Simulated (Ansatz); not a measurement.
**How far each method lies from RCCSDT(Q) for C2H3F, singlet**

Geometry: MP2(full)/6-31G*, from the G2/97 set.

```tsv
atom	x (Å)	y (Å)	z (Å)
C	0.0933	0.4598	0.0000
C	1.2853	-0.1230	0.0000
F	-1.0556	-0.2562	0.0000
H	-0.0931	1.5279	0.0000
H	1.3847	-1.2007	0.0000
H	2.1773	0.4884	0.0000
```

Basis cc-pVDZ; Ansatz 0.2.0. Correlated methods freeze the noble-gas cores, which leaves 18 electrons in 54 orbitals. R marks a restricted (for open shells ROHF) determinant.

Full CI isn't at hand for all of this; RCCSDT(Q) serves as the reference, and is uncertain by about the last step of the cluster series.

The UHF ⟨S²⟩ is 0.000 and the T1 diagnostic (RCCSD) is 0.0121. The largest doubles amplitude (RCCSD) is 0.129.

**Question.** From what is known of these methods and the diagnostics, rank them by the size of their error in total energy against RCCSDT(Q) in cc-pVDZ, smallest first (an estimate: the text doesn't fix the numbers).
A. RCCSD
B. CISD
C. RCCSDT
D. RMP2
E. BCCD(T)

**Answer.** C (2.9 kJ/mol), E (4.5 kJ/mol), A (39.6 kJ/mol), D (109.8 kJ/mol), B (170.5 kJ/mol).

All errors are against RCCSDT(Q) in cc-pVDZ. Within each family the higher level lies nearer, as is usual though not guaranteed.

Atomization energy (electronic, same basis, no zero-point term; atoms at the same level, unrestricted beside the R rows where the molecule is a closed shell, with restricted open-shell steps beyond CCSDT(Q)) at RCCSDT(Q): 2212.8 kJ/mol. Errors of other levels:

```
   level  error (kJ/mol)
     RHF          -509.2
    RMP2            39.1
    CISD          -150.4
   RCCSD           -30.2
RCCSD(T)            -2.6
 BCCD(T)            -2.0
  RCCSDT            -2.5
```

This basis is far from its limit, so the value isn't to be set against a measured one. Truncated CI isn't size-consistent, which counts against it in atomization.
